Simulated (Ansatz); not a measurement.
# NO+ (singlet): from Hartree-Fock to the top rungs, cc-pVDZ

An exercise on one series of results from a longer session: the logs are not shown, and one member is left open.

The runs use Ansatz 0.2.0, Gaussian basis; cc-pVDZ, core rule «outside noble gas», up to 2 orbitals frozen.

To be run: UHF; CCSD(T) on RHF; BCCD(T) on RHF; CISD; CCSDT(Q) on RHF; CCSDTQ on RHF; CASSCF and MRCISD+Q, 10 electrons in 8 orbitals; CASSCF and NEVPT2, 10 electrons in 8 orbitals.

8 further runs of the same task are left out: 3 that didn't finish, 5 set aside as unsound or not needed.

## What is computed

The geometry is a PBE0/def2-TZVP stationary point (not a proven minimum).

2 atoms, charge 1, spin multiplicity 1.

Atoms are counted from 1 here; the program's logs count them from 0.

Bond lengths: N1–O2 1.054 Å.

Set-up of the first run:

in.yaml

```yaml
crystal:
  periodic: [false, false, false]
  atoms:
    - {symbol: N, position_ang: [0.000000, 0.000000, 0.000000]}
    - {symbol: O, position_ang: [0.000000, 0.000000, 1.053700]}
basis:
  gaussian: {orbitals: cc-pVDZ}
total_charge: 1
magnetization: {spin_polarized: true, initial_magnetization: 0}
hamiltonian: {xc: hf}
output: {orbitals: {seedname: orbitals}}
```

On the command line:

```
$ ansatz run in.yaml --threads 1 --pin off --events-out ev --progress --plain --max-ram 2393MiB
```

Steps of the session up to this table: UHF; CCSD(T) on RHF; BCCD(T) on RHF; CISD; CCSDT(Q) on RHF; CCSDTQ on RHF; CASSCF and MRCISD+Q, 10 electrons in 8 orbitals; CASSCF and NEVPT2, 10 electrons in 8 orbitals.

One table of the session follows, with a row left open; its other results are not shown here.

| method | from RCCSDTQ (kcal/mol) |
| --- | --- |
| RHF | +217.45 |
| RMP2 | +8.13 |
| CISD | +22.67 |
| RCCSD | +9.03 |
| RCCSD(T) | +1.13 |
| BCCD(T) | +1.11 |
| RCCSDT | +0.99 |
| RCCSDT(Q) | ? |
| RCCSDTQ | 0 |
| CASSCF valence | +108.60 |
| NEVPT2 valence | +19.18 |
| MRCISD valence | +4.28 |
| MRCISD+Q valence | +0.09 |

Q: Estimate the row for RCCSDT(Q) from the others.

**Answer.** from RCCSDTQ (kcal/mol): -0.17. In the column «from RCCSDTQ (kcal/mol)» it is the lowest.
